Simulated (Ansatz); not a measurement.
# C4H5ClO: molecular dynamics

Aim: follow the molecule's vibrations and see whether its bonds hold. The start is relaxed first. Runs: 600 steps of 0.5 fs under a Nosé-Hoover thermostat at 1000 K. SMILES of the start: ClC1=CCOC1.

Method: RKS PBE0/STO-3G, in Ansatz 0.2.0.

### 1 The starting structure

Bond lengths: Cl1–C2 1.733 Å, C2–C3 1.320 Å, C3–C4 1.379 Å, C4–O5 1.476 Å, C2–C6 1.480 Å, O5–C6 1.436 Å, C3–H7 1.130 Å, C4–H8 1.103 Å, C4–H9 1.148 Å, C6–H10 1.075 Å, C6–H11 1.086 Å. Angles (14 of 19 angles, heavy atoms first): Cl1–C2–C3 126.3°, Cl1–C2–C6 123.6°, C3–C2–C6 110.1°, C2–C3–C4 111.1°, C3–C4–O5 107.7°, C4–O5–C6 106.2°, C2–C6–O5 104.8°, C2–C3–H7 123.3°, C4–C3–H7 125.6°, C3–C4–H8 112.9°, C3–C4–H9 116.3°, O5–C4–H8 105.2°, O5–C4–H9 107.8°, C2–C6–H10 112.6°.

Structure file:

```xyz
11

Cl    2.4883    0.0661   -1.1987
C     0.9213    0.0334   -0.4589
C     0.6338   -0.4359    0.7404
C    -0.7111   -0.3046    1.0157
O    -1.3594    0.2724   -0.1781
C    -0.3064    0.5317   -1.1189
H     1.4131   -0.8454    1.4489
H    -1.2134   -1.2735    1.1769
H    -0.9850    0.3520    1.9169
H    -0.2701    1.5881   -1.3144
H    -0.5459   -0.0413   -2.0092
```

### 2 Relaxing the start

The input, input.yaml:

```yaml
crystal:
  periodic: [false, false, false]
  atoms:
    - { symbol: Cl, position_ang: [2.4883, 0.0661, -1.1987] }
    - { symbol: C, position_ang: [0.9213, 0.0334, -0.4589] }
    - { symbol: C, position_ang: [0.6338, -0.4359, 0.7404] }
    - { symbol: C, position_ang: [-0.7111, -0.3046, 1.0157] }
    - { symbol: O, position_ang: [-1.3594, 0.2724, -0.1781] }
    - { symbol: C, position_ang: [-0.3064, 0.5317, -1.1189] }
    - { symbol: H, position_ang: [1.4131, -0.8454, 1.4489] }
    - { symbol: H, position_ang: [-1.2134, -1.2735, 1.1769] }
    - { symbol: H, position_ang: [-0.985, 0.352, 1.9169] }
    - { symbol: H, position_ang: [-0.2701, 1.5881, -1.3144] }
    - { symbol: H, position_ang: [-0.5459, -0.0413, -2.0092] }
basis:
  gaussian: { orbitals: STO-3G }
hamiltonian:
  xc: pbe0
relax:
  f_tol: 0.02
  max_steps: 40
scf:
  lower_state_search: "off"
```

On the command line:

```
ansatz run input.yaml --threads 1 --pin off --max-ram 2048MiB --backend cpu --events-out ev --progress --plain --runs-dir out
```

The runs that follow: The run.

What does the calculation give? Wanted: relaxation of the start; temperature, first and last step; temperature, second half; potential energy, second half; largest change of the conserved energy; bonds formed or broken.

**Answer**, as computed:

| quantity | value |
| --- | --- |
| relaxation of the start | 14 moves, 0.709 eV lower |
| length | 600 steps of 0.5 fs |
| temperature, first and last step | 1000 and 681 K |
| temperature, second half | mean 587 K, from 366 to 845 K |
| potential energy, second half | +61 meV/atom from the start |
| largest change of the conserved energy | 0.34 meV/atom |
| bonds formed or broken | 0 |

Against a set 1000 K the second half averages 587 K with a spread of 103 K; 61 meV/atom has gone into potential energy, and a thermostat that acts over some 300 fs has not made it up in 300 fs. The conserved energy strays from its start by at most 0.34 meV/atom, 0.6 % of the mean kinetic energy, so a step of 0.5 fs is short enough over this time. The bonding pattern survives the run. Averages from a run of 300 fs with 11 atoms are rough. The basis is very small, so the numbers are rough.
